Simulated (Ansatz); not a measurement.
System: cubic perovskite SrTiO3 (cubic form, which distorts at low temperature). Method: Hartree–Fock (PAW; Ansatz, a quantum-chemistry and plane-wave program).

Numerical settings: plane-wave cutoff 460 eV, 6×6×6 k mesh, Fermi–Dirac smearing 0.01 eV, no spin polarisation, scalar-relativistic PAW data made under PBE.

Cell (relaxed at this level):

```xyz
5
Lattice="3.9091 0.0000 0.0000 0.0000 3.9091 0.0000 0.0000 0.0000 3.9091" Properties=species:S:1:pos:R:3 pbc="T T T"
Sr     0.0000     0.0000     0.0000
Ti     1.9546     1.9546     1.9546
O      1.9546     0.0000     1.9546
O      0.0000     1.9546     1.9546
O      1.9546     1.9546     0.0000
```

**Question.** Predict the bulk modulus, band gap, smallest direct gap on the k points sampled and pressure derivative B′ of the bulk modulus.

**Answer.** 
- bulk modulus = 213 GPa
- band gap = 12.24 eV (on the SCF k mesh)
- smallest direct gap on the k points sampled = 12.64 eV
- pressure derivative B′ of the bulk modulus = 4.1

Measured, for comparison: band gap 3.59 eV (zero-point renormalisation of 336 meV (experimental, the table's column) added back here, indirect; inputs from Miglio et al. (2020), arXiv:2011.12765); bulk modulus 172 GPa (room temperature, not corrected to a static lattice, Murnaghan fit, our sources range from 165 to 179; as tabulated in Guennou et al. (2010), arXiv:0910.0710). Computed (rounded) less measured: bulk modulus +24 % (+19 % to +29 % over the range).

Note: the relaxation could not lower the start's symmetry, so the cell can be a saddle point above a distorted one.

Spin–orbit coupling is not included.

Static lattice: no zero-point or thermal effects.
